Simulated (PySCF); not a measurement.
All values below come from PySCF with B3LYP-D3(BJ)/def2-TZVP // B3LYP-D3(BJ)/def2-SVP. All species are isolated molecules in the gas phase. B3LYP has the VWN-RPA correlation part, as in Gaussian. Delta-SCF ions had no search for a lower state. 

Reference species (SMILES): `COC` (neutral, multiplicity 1).

```
Quantity                                  Value
--------------------------------------  -------
dipole moment                            1.19 D
vertical ionisation energy (Delta-SCF)  9.95 eV
```

Changed species: `CO` (free base CH3OH; the reference has free base O(CH3)2).

Problem. Predict the effect on the dipole moment and vertical ionisation energy (Delta-SCF).

Solution. the dipole moment increases by 0.48 D, to 1.67 D; the vertical ionisation energy (Delta-SCF) rises by 0.91 eV, to 10.86 eV.
